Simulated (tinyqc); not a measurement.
Worked calculation (part 2 of 2): UHF in the sto-3g basis, for BH2, spin multiplicity 2. Computed by tinyqc, a small Python program that keeps every step (integrals from PySCF). Command: `OMP_NUM_THREADS=1 python tinyqc.py 30756 30757 out.jsonl` (the two numbers bound the seeds that draw the settings). One thread of a shared host (Intel(R) Xeon(R) Processor @ 2.60GHz), about 0.1 s of CPU time with the checks.

Geometry (angstrom):
```
atom         x          y         z
B     0.000000   0.000000  0.000000
H     0.000000   1.439000  0.567000
H     0.000000  -1.439000  0.567000
```

## Iteration 2: DIIS over 2 matrices

error matrix X^T (FDS - SDF) X (alpha):
```
           1         2          3         4          5         6         7
1   0.000000  0.000000  -0.097260  0.000000   0.154940  0.000000  0.209891
2   0.000000  0.000000   0.000000  0.000000   0.000000  0.000000  0.000000
3   0.097260  0.000000   0.000000  0.000000   0.035844  0.000000  0.036271
4   0.000000  0.000000   0.000000  0.000000   0.000000  0.000000  0.000000
5  -0.154940  0.000000  -0.035844  0.000000   0.000000  0.000000  0.019571
6   0.000000  0.000000   0.000000  0.000000   0.000000  0.000000  0.000000
7  -0.209891  0.000000  -0.036271  0.000000  -0.019571  0.000000  0.000000
```

B (overlaps of the stored error matrices):
```
                1               2
1   8.7605762e-02  -8.0944260e-02
2  -8.0944260e-02   3.6071992e-01
```

Minimise |sum c_i e_i|^2 with sum c_i = 1: solve [B -1; -1 0][c; lambda] = [0; -1] with B_ij = tr e_i^T e_j summed over both spins, and take F = sum c_i F_i.

DIIS coefficients: 0.723785  0.276215

extrapolated F(alpha) (hartree), lower triangle:
```
            1B 1s      1B 2s     1B 2px     1B 2py     1B 2pz      2H 1s      3H 1s
1B 1s   -8.631477
1B 2s   -2.341658  -1.262301
1B 2px   0.000000   0.000000  -0.681708
1B 2py   0.000000   0.000000   0.000000  -0.216590
1B 2pz  -0.013914   0.044625   0.000000   0.000000  -0.587264
2H 1s   -0.265166  -0.301915   0.000000  -0.172869  -0.087859  -0.207797
3H 1s   -0.265166  -0.301915   0.000000   0.172869  -0.087859  -0.041091  -0.207797
```

extrapolated F(beta) (hartree), lower triangle:
```
            1B 1s      1B 2s     1B 2px     1B 2py     1B 2pz      2H 1s      3H 1s
1B 1s   -8.610921
1B 2s   -2.311588  -1.140922
1B 2px   0.000000   0.000000  -0.094271
1B 2py   0.000000   0.000000   0.000000  -0.185251
1B 2pz  -0.013838   0.045206   0.000000   0.000000  -0.554942
2H 1s   -0.261273  -0.284663   0.000000  -0.168565  -0.086490  -0.205470
3H 1s   -0.261273  -0.284663   0.000000   0.168565  -0.086490  -0.039609  -0.205470
```

## Iteration 2: diagonalisation and new density

X:
```
                1          2          3         4          5          6         7
1B 1s   -0.445743   0.000000   0.711369  0.000000  -0.547267   0.000000  0.287143
1B 2s    0.988323   0.000000  -0.226989  0.000000  -0.206441   0.000000  0.525536
1B 2px   0.000000   0.000000   0.000000  1.000000   0.000000   0.000000  0.000000
1B 2py   0.000000   0.969348   0.000000  0.000000   0.000000   0.592971  0.000000
1B 2pz   0.317813   0.000000   0.647756  0.000000   0.704128   0.000000  0.163921
2H 1s   -0.623916  -0.702845  -0.268915  0.000000   0.211320   0.408906  0.355419
3H 1s   -0.623916   0.702845  -0.268915  0.000000   0.211320  -0.408906  0.355419
```

Diagonalise F' = X^T F X, C = X C', fill 4 alpha and 3 beta electrons from the bottom; D(s) = C_occ C_occ^T. Each column has its largest component positive (the first on a tie).

F' = X^T F X (alpha) (hartree), lower triangle:
```
           1          2          3          4          5          6          7
1  -0.586498
2   0.000000   0.102886
3   1.291477   0.000000  -3.794678
4   0.000000   0.000000   0.000000  -0.681708
5  -1.097443   0.000000   2.946343   0.000000  -3.360636
6   0.000000  -0.021622   0.000000   0.000000   0.000000  -0.299566
7   0.590379   0.000000  -2.332581   0.000000   2.212052   0.000000  -2.193618
```

orbital energies (alpha) (hartree): MO1 -8.631539, MO2 -0.700215, MO3 -0.681708, MO4 -0.571266, MO5 -0.300724, MO6 -0.032409, MO7 0.104044

coefficients C (alpha):
```
              MO1        MO2       MO3        MO4        MO5        MO6        MO7
1B 1s    0.999374  -0.253941  0.000000  -0.099597   0.000000   0.116327   0.000000
1B 2s    0.002324   0.929281  0.000000   0.341277   0.000000  -0.605866   0.000000
1B 2px   0.000000   0.000000  1.000000   0.000000   0.000000   0.000000   0.000000
1B 2py   0.000000   0.000000  0.000000   0.000000   0.643977   0.000000   0.936239
1B 2pz   0.001730  -0.400955  0.000000   0.893653   0.000000  -0.289615   0.000000
2H 1s   -0.000057   0.038580  0.000000   0.088065   0.370723   0.789507  -0.723713
3H 1s   -0.000057   0.038580  0.000000   0.088065  -0.370723   0.789507   0.723713
```

F' = X^T F X (beta) (hartree), lower triangle:
```
           1          2          3          4          5          6          7
1  -0.523081
2   0.000000   0.121439
3   1.282025   0.000000  -3.773441
4   0.000000   0.000000   0.000000  -0.094271
5  -1.111576   0.000000   2.959930   0.000000  -3.330370
6   0.000000  -0.004269   0.000000   0.000000   0.000000  -0.284090
7   0.650677   0.000000  -2.336460   0.000000   2.190767   0.000000  -2.132588
```

orbital energies (beta) (hartree): MO1 -8.610958, MO2 -0.610650, MO3 -0.524038, MO4 -0.284135, MO5 -0.094271, MO6 -0.013834, MO7 0.121484

coefficients C (beta):
```
              MO1        MO2        MO3        MO4       MO5        MO6        MO7
1B 1s    1.000344  -0.205855  -0.159594   0.000000  0.000000   0.134725   0.000000
1B 2s   -0.001423   0.760565   0.557586   0.000000  0.000000  -0.676571   0.000000
1B 2px   0.000000   0.000000   0.000000   0.000000  1.000000   0.000000   0.000000
1B 2py   0.000000   0.000000   0.000000   0.603142  0.000000   0.000000   0.963052
1B 2pz   0.001565  -0.657050   0.720345   0.000000  0.000000  -0.304377   0.000000
2H 1s    0.000623   0.047243   0.143401   0.401485  0.000000   0.780877  -0.707110
3H 1s    0.000623   0.047243   0.143401  -0.401485  0.000000   0.780877   0.707110
```

D(alpha) after iteration 2, lower triangle:
```
            1B 1s      1B 2s    1B 2px    1B 2py    1B 2pz     2H 1s     3H 1s
1B 1s    1.073153
1B 2s   -0.267650   0.980038
1B 2px   0.000000   0.000000  1.000000
1B 2py   0.000000   0.000000  0.000000  0.000000
1B 2pz   0.014543  -0.067613  0.000000  0.000000  0.959383
2H 1s   -0.018625   0.065907  0.000000  0.000000  0.063230  0.009244
3H 1s   -0.018625   0.065907  0.000000  0.000000  0.063230  0.009244  0.009244
```

D(beta) after iteration 2, lower triangle:
```
            1B 1s      1B 2s    1B 2px    1B 2py    1B 2pz     2H 1s     3H 1s
1B 1s    1.068534
1B 2s   -0.246977   0.889364
1B 2px   0.000000   0.000000  0.000000
1B 2py   0.000000   0.000000  0.000000  0.000000
1B 2pz   0.021860  -0.098078  0.000000  0.000000  0.950615
2H 1s   -0.031988   0.115889  0.000000  0.000000  0.072258  0.022796
3H 1s   -0.031988   0.115889  0.000000  0.000000  0.072258  0.022796  0.022796
```

## Iteration 17 (converged): orbitals

converged F(alpha) (hartree), lower triangle:
```
            1B 1s      1B 2s    1B 2px     1B 2py     1B 2pz      2H 1s      3H 1s
1B 1s   -7.391412
1B 2s   -2.171410  -1.058070
1B 2px   0.000000   0.000000  0.242419
1B 2py   0.000000   0.000000  0.000000  -0.062521
1B 2pz  -0.006068   0.086958  0.000000   0.000000  -0.148199
2H 1s   -0.249449  -0.366045  0.000000  -0.290812  -0.137090  -0.242897
3H 1s   -0.249449  -0.366045  0.000000   0.290812  -0.137090  -0.032379  -0.242897
```

converged F(beta) (hartree), lower triangle:
```
            1B 1s      1B 2s    1B 2px     1B 2py     1B 2pz      2H 1s      3H 1s
1B 1s   -7.362944
1B 2s   -2.152979  -0.877595
1B 2px   0.000000   0.000000  0.291315
1B 2py   0.000000   0.000000  0.000000  -0.010028
1B 2pz  -0.006277  -0.151287  0.000000   0.000000   0.299316
2H 1s   -0.245875  -0.364103  0.000000  -0.284678  -0.107481  -0.215629
3H 1s   -0.245875  -0.364103  0.000000   0.284678  -0.107481  -0.024598  -0.215629
```

As before.

F' = X^T F X (alpha) (hartree), lower triangle:
```
           1         2          3         4          5          6          7
1  -0.027742
2   0.000000  0.525788
3   1.148409  0.000000  -3.029796
4   0.000000  0.000000   0.000000  0.242419
5  -0.783851  0.000000   2.674822  0.000000  -2.770467
6   0.000000  0.096930   0.000000  0.000000   0.000000  -0.374435
7   0.580158  0.000000  -1.968552  0.000000   1.960706   0.000000  -2.023392
```

orbital energies (alpha) (hartree): MO1 -7.396727, MO2 -0.560817, MO3 -0.384754, MO4 -0.268238, MO5 0.242419, MO6 0.374384, MO7 0.536106

coefficients C (alpha):
```
              MO1        MO2        MO3        MO4       MO5        MO6        MO7
1B 1s    0.991610  -0.249946   0.000000   0.086492  0.000000  -0.182871   0.000000
1B 2s    0.030757   0.778716   0.000000  -0.369699  0.000000   0.776589   0.000000
1B 2px   0.000000   0.000000   0.000000   0.000000  1.000000   0.000000   0.000000
1B 2py   0.000000   0.000000   0.487030   0.000000  0.000000   0.000000   1.026670
1B 2pz   0.001489  -0.078483   0.000000   0.817821  0.000000   0.606850   0.000000
2H 1s   -0.004489   0.288959   0.481008   0.321017  0.000000  -0.667829  -0.655611
3H 1s   -0.004489   0.288959  -0.481008   0.321017  0.000000  -0.667829   0.655611
```

F' = X^T F X (beta) (hartree), lower triangle:
```
           1         2          3         4          5          6          7
1   0.036544
2   0.000000  0.577647
3   1.050493  0.000000  -2.772227
4   0.000000  0.000000   0.000000  0.291315
5  -0.900122  0.000000   2.940863  0.000000  -2.440024
6   0.000000  0.115652   0.000000  0.000000   0.000000  -0.343511
7   0.598852  0.000000  -1.998644  0.000000   1.923115   0.000000  -1.976016
```

orbital energies (beta) (hartree): MO1 -7.367566, MO2 -0.486600, MO3 -0.357809, MO4 0.286344, MO5 0.291315, MO6 0.416100, MO7 0.591946

coefficients C (beta):
```
              MO1        MO2        MO3        MO4       MO5        MO6        MO7
1B 1s    0.992291  -0.213631   0.000000  -0.206939  0.000000  -0.116544   0.000000
1B 2s    0.028396   0.642136   0.000000   0.812646  0.000000   0.523042   0.000000
1B 2px   0.000000   0.000000   0.000000   0.000000  1.000000   0.000000   0.000000
1B 2py   0.000000   0.000000   0.469555   0.000000  0.000000   0.000000   1.034779
1B 2pz   0.002333   0.162824   0.000000  -0.542912  0.000000   0.849700   0.000000
2H 1s   -0.004303   0.366662   0.492054  -0.443987  0.000000  -0.548617  -0.647363
3H 1s   -0.004303   0.366662  -0.492054  -0.443987  0.000000  -0.548617   0.647363
```

D(alpha) after iteration 17, lower triangle:
```
            1B 1s      1B 2s    1B 2px     1B 2py    1B 2pz      2H 1s     3H 1s
1B 1s    1.053243
1B 2s   -0.196113   0.744022
1B 2px   0.000000   0.000000  0.000000
1B 2py   0.000000   0.000000  0.000000   0.237198
1B 2pz   0.091828  -0.363418  0.000000   0.000000  0.674992
2H 1s   -0.048910   0.106199  0.000000   0.234265  0.239849   0.417939
3H 1s   -0.048910   0.106199  0.000000  -0.234265  0.239849  -0.044799  0.417939
```

D(beta) after iteration 17, lower triangle:
```
            1B 1s     1B 2s    1B 2px     1B 2py    1B 2pz      2H 1s     3H 1s
1B 1s    1.030279
1B 2s   -0.109003  0.413145
1B 2px   0.000000  0.000000  0.000000
1B 2py   0.000000  0.000000  0.000000   0.220482
1B 2pz  -0.032469  0.104621  0.000000   0.000000  0.026517
2H 1s   -0.082600  0.235325  0.000000   0.231046  0.059691   0.376577
3H 1s   -0.082600  0.235325  0.000000  -0.231046  0.059691  -0.107657  0.376577
```

## Convergence

Stop when the energy changes by less than 1e-09 hartree and every element of the error matrix X^T (F D S - S D F) X (for each spin) is below 9e-06.

Course of the cycle:
```
iteration   E (hartree)     change  largest element of the error matrix
1           -7.22337946          -                             1.19e-01
2          -24.00602745  -1.68e+01                             2.35e-01
3          -24.18107894  -1.75e-01                             2.19e-01
4          -24.15730675   2.38e-02                             2.24e-01
5          -24.15763522  -3.28e-04                             2.25e-01
6          -24.59762835  -4.40e-01                             2.89e-01
7          -25.21452717  -6.17e-01                             1.37e-01
8          -25.28108928  -6.66e-02                             4.74e-02
9          -25.28504415  -3.95e-03                             2.10e-02
10         -25.28623510  -1.19e-03                             2.91e-03
11         -25.28629150  -5.64e-05                             1.12e-03
12         -25.28630510  -1.36e-05                             7.90e-04
13         -25.28632200  -1.69e-05                             4.93e-04
14         -25.28632843  -6.43e-06                             7.73e-05
15         -25.28632850  -7.24e-08                             3.17e-05
16         -25.28632851  -1.28e-08                             2.84e-06
17         -25.28632851  -6.24e-11                             1.33e-06
```

PySCF UHF in the same basis, after a stability check = -25.28632851 hartree

Converged in 17 iterations.

## Populations, bond orders and dipole

overlap S, lower triangle:
```
           1B 1s     1B 2s    1B 2px     1B 2py    1B 2pz     2H 1s     3H 1s
1B 1s   1.000000
1B 2s   0.269328  1.000000
1B 2px  0.000000  0.000000  1.000000
1B 2py  0.000000  0.000000  0.000000   1.000000
1B 2pz  0.000000  0.000000  0.000000   0.000000  1.000000
2H 1s   0.029928  0.310411  0.000000   0.331847  0.130756  1.000000
3H 1s   0.029928  0.310411  0.000000  -0.331847  0.130756  0.023549  1.000000
```

Mulliken: Z minus the diagonal of D S on the atom; Loewdin: the same with S^(1/2) D S^(1/2); Mayer order: 2 sum_s sum (D(s) S)_ij (D(s) S)_ji over the two atoms.

Charges (e):
```
atom   Mulliken    Loewdin  Mulliken spin
1B     0.173162   0.165484       0.943213
2H    -0.086581  -0.082742       0.028393
3H    -0.086581  -0.082742       0.028393
```

Mayer bond orders:
```
pair     order
2-1   0.967881
3-1   0.967881
3-2   0.023816
```

dipole moment about the origin, x y z (debye): 0.000000  0.000000  -0.108635

<S^2> of the determinant (pure state: 0.75) = 0.750302
